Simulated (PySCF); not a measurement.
## A search over the determinants of AlCl

Unrestricted PBE0; PySCF, no relativity, basis sets Al def2-TZVPP, Cl def2-TZVPP. Outer shells of the fragments: Al 3s2 3p1; Cl 3s2 3p5.

Followed along the bond (rough minima from three points):

| 2Ms+1 | unpaired | ⟨S²⟩ at the start | R at minimum (Å) | Te (eV) |
| --- | --- | --- | --- | --- |
| 1 | none | 0.00 | 2.15 | 0.00 |
| 3 | σ ↑, π ↑ | 2.00 | 2.12 | 2.80 |

Solutions found at the starting distance of 2.165 Å, counted from the lowest of them; the search is not exhaustive and high or unbound solutions are not listed, so other states can lie among these:

```csv
2Ms+1,unpaired,term,E (eV),⟨S²⟩,⟨Lz²⟩,μ (D)
1,none,¹Σ⁺,0.00,0.00,0.00,-1.63
3,"σ ↑, π ↑",³Π,2.82,2.00,1.00,-1.87
1,"σ ↓, π ↑",mixed,3.54,1.01,1.01,-1.53
3,σ ↑↑,³Σ⁺,5.21,2.00,0.00,-1.01
3,π ↑↑,mixed,6.21,2.02,2.02,3.74
3,π ↑↑,mixed,6.40,2.02,2.02,3.86
3,"σ ↑, π ↑",³Π,8.32,2.01,1.01,3.90
```

A term symbol is given only where ⟨S²⟩ and ⟨Lz²⟩ are close to those of a pure state; real π, δ and φ orbitals otherwise mix terms. A positive dipole means Al(−)Cl(+).

The measured ground state is X ¹Σ+ (Huber and Herzberg, Constants of Diatomic Molecules (1979)).

Counting both spins, an empty level lies below a filled one in some of these solutions, because spin and occupation are held.
